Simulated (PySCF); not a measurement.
# How the numerical set-up moves the result for MgO

Which parts of the numerical set-up matter for MgO? Each run edits the base script.

Computed with PySCF 2.14.0. Level: each script names its method and basis.

5 further runs of the same task are left out: 5 that didn't finish.

### Step 1. The system as given

MgO: 2 atoms, charge 0, spin multiplicity 1.

Bond lengths: Mg1–O2 2.091 Å.

### Step 2. The base run

input.py

```python
from pyscf import gto, scf

mol = gto.M(
    atom='Mg 0 0 0; O 0 0 2.091',
    basis='sto-3g',
    charge=0,
    spin=0,
    symmetry=True,
    verbose=4,
)
mf = scf.RHF(mol)
mf = mf.density_fit(auxbasis='def2-universal-jkfit')
mf.kernel()
mf.analyze()
print('orbital energies (hartree):', mf.mo_energy[..., max(0, mol.nelec[1]-3):mol.nelec[0]+3].round(4))
```

Command:

```console
$ OMP_NUM_THREADS=1 python input.py
```

Its log is not repeated here.

In short: E(SCF) = -270.742020 Eh, 10 cycles, μ = 4.37 D.

The bond length is a typed value, not an optimised one.

### Step 3. Cartesian functions on

Run 1 changes Cartesian functions: off → on.

input.py

```python
from pyscf import gto, scf

mol = gto.M(
    atom='Mg 0 0 0; O 0 0 2.091',
    basis='sto-3g',
    charge=0,
    spin=0,
    symmetry=True,
    cart=True,
    verbose=4,
)
mf = scf.RHF(mol)
mf = mf.density_fit(auxbasis='def2-universal-jkfit')
mf.kernel()
mf.analyze()
print('orbital energies (hartree):', mf.mo_energy[..., max(0, mol.nelec[1]-3):mol.nelec[0]+3].round(4))
```

Command:

```console
$ OMP_NUM_THREADS=1 python input.py
```

### Step 4. Spin-free X2C on

Run 2 changes spin-free X2C: off → on.

Edit input.py of step 2 so:

```diff
@@ -11,2 +11,3 @@
 mf = scf.RHF(mol)
+mf = mf.sfx2c1e()
 mf = mf.density_fit(auxbasis='def2-universal-jkfit')
```

### Step 5. Ano-rcc-vdzp (X2C on)

Run 3 changes basis set: sto-3g → ano-rcc-vdzp; spin-free X2C: off → on.

Edit input.py of step 2 so:

```diff
@@ -4,3 +4,3 @@
     atom='Mg 0 0 0; O 0 0 2.091',
-    basis='sto-3g',
+    basis='ano-rcc-vdzp',
     charge=0,
@@ -11,2 +11,3 @@
 mf = scf.RHF(mol)
+mf = mf.sfx2c1e()
 mf = mf.density_fit(auxbasis='def2-universal-jkfit')
```

### Step 6. Lanl2dz (core potential on)

Run 4 changes basis set: sto-3g → lanl2dz; core potential: off → on. The core potential changes with it: totals don't compare.

Edit input.py of step 2 so:

```diff
@@ -4,3 +4,4 @@
     atom='Mg 0 0 0; O 0 0 2.091',
-    basis='sto-3g',
+    basis='lanl2dz',
+    ecp={'Mg': 'lanl2dz'},
     charge=0,
@@ -13,3 +14,4 @@
 mf.kernel()
-mf.analyze()
+mf.mulliken_pop()
+mf.dip_moment()
 print('orbital energies (hartree):', mf.mo_energy[..., max(0, mol.nelec[1]-3):mol.nelec[0]+3].round(4))
```

Before running it: what results should come out? Wanted: for each run, E(SCF); from base; gap; SCF dipole.

**Answer**, as computed:

```
                        run  E(SCF) (hartree)  from base (eV)  cycles  gap (eV)  SCF dipole (D)  functions
                       base       -270.742020               0      10     10.85            4.37         14
     Cartesian functions on       -270.742300         -0.0076      10     10.85            4.37         14
           spin-free X2C on       -271.018932         -7.5352      10     10.88            4.33         14
      ano-rcc-vdzp (X2C on)       -274.707345  not comparable      12      7.22            6.84         32
lanl2dz (core potential on)        -75.502468  not comparable      12      7.10            5.89         17
```

In words: The largest comparable shift of the SCF energy, -7.535 eV, comes with the run “spin-free X2C on”. Scalar relativity lowers the total energy by 7.54 eV, nearly all of it in the inner shells; a basis contracted without relativity catches only part of it.
